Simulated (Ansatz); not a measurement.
Geometry optimisation, Ansatz 0.2.0, RKS B3LYP/cc-pVDZ.

The input (input.yaml):

```yaml
crystal:
  periodic: [false, false, false]
  atoms:
    - { symbol: B, position_ang: [0.056782, -0.222272, 0.039425] }
    - { symbol: F, position_ang: [0.082423, -0.46511, 1.352509] }
    - { symbol: C, position_ang: [1.385116, -0.07072, -0.762618] }
    - { symbol: H, position_ang: [1.665536, -1.088735, -1.101207] }
    - { symbol: H, position_ang: [1.271032, 0.540016, -1.671177] }
    - { symbol: H, position_ang: [2.226367, 0.308729, -0.16136] }
    - { symbol: H, position_ang: [-1.033146, -0.228029, -0.483908] }
    - { symbol: H, position_ang: [-0.031553, 2.091237, 0.65901] }
    - { symbol: H, position_ang: [-0.028556, 1.660283, 1.232726] }
basis:
  gaussian: { orbitals: cc-pVDZ }
hamiltonian:
  xc: b3lyp
relax:
  f_tol: 0.03
  max_steps: 50
```

Launched with:

```bash
$ ansatz run input.yaml --threads 1 --pin off --max-ram 2048MiB --backend cpu --events-out ev --progress --plain --runs-dir out
```

Q: Where does it end, and by what steps?

A: It converged. The force dipped under the threshold on the way, but the program's further checks kept it going. After 39 steps the energy has fallen by 0.213 eV; H8 moved furthest, 2.04 Å.

```
step  energy less start (eV)  largest force component (eV/Å)  accepted
   0                  0.0000                           1.372       yes
   2                 -0.1639                           0.253       yes
   4                 -0.1761                           0.110       yes
   6                 -0.1794                           0.258       yes
   8                 -0.1828                           0.111       yes
  10                 -0.1827                           0.301        no
  12                 -0.1877                           0.031       yes
  14                 -0.1902                           0.104       yes
  16                 -0.1946                           0.197       yes
  18                 -0.1978                           0.052       yes
  20                 -0.1988                           0.357        no
  22                 -0.2026                           0.097       yes
  24                 -0.2039                           0.051       yes
  26                 -0.2060                           0.120       yes
  28                 -0.2073                           0.188       yes
  30                 -0.2097                           0.104       yes
  32                 -0.2107                           0.069       yes
  34                 -0.2115                           0.108       yes
  36                 -0.2126                           0.009       yes
  38                 -0.2086                           0.386        no
  39                 -0.2134                           0.013       yes
```

```xyz
9
Properties=species:S:1:pos:R:3
B 0.183 -0.395 -0.322
F 0.041 0.472 0.696
C 1.564 -0.569 -1.022
H 1.827 -1.638 -1.108
H 1.481 -0.207 -2.066
H 2.387 -0.026 -0.531
H -0.817 -0.994 -0.646
H -0.604 3.277 2.218
H -0.469 2.605 1.885
```

Whether the end is a true minimum wasn't checked by a vibrational analysis.

Run time: 42 s on 1 thread of Intel(R) Xeon(R) 6975P-C (Granite Rapids), with other jobs on the host, peak memory 0.16 GiB.
